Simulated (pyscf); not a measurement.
Elementary routes open to CH₄ + H₃C–SiH: [singlet] in the gas phase (singlet surface):
A. H₃C–Si:–CH₃ [singlet] + H₂ (C–H, H–Si broken; C–Si, H–H formed)
B. H₃C–SiH₂–CH₃ (C–H broken; C–Si, H–Si formed)

Structures and frequencies: ωB97X-D3(BJ)/def2-SVP in PySCF.

Q: Rank the routes by free-energy barrier at 900 K, lowest first, for ωB97M-D3(BJ)/def2-TZVP energies (ideal gas, 1 atm, RRHO with modes under 100 cm⁻¹ raised to 100, one conformer, R ln 2 for chiral ones without a mode under 150 cm⁻¹).

A: B (2.25 eV), A (2.32 eV)

Route B is the fastest of these, ahead of the next by 0.07 eV. The most stable products are those of B (ΔG = -0.89 eV), so kinetics and thermodynamics agree. At 298 K B is still the fastest. Only these routes are compared; each barrier is that of the saddle found, and lower ones may exist.
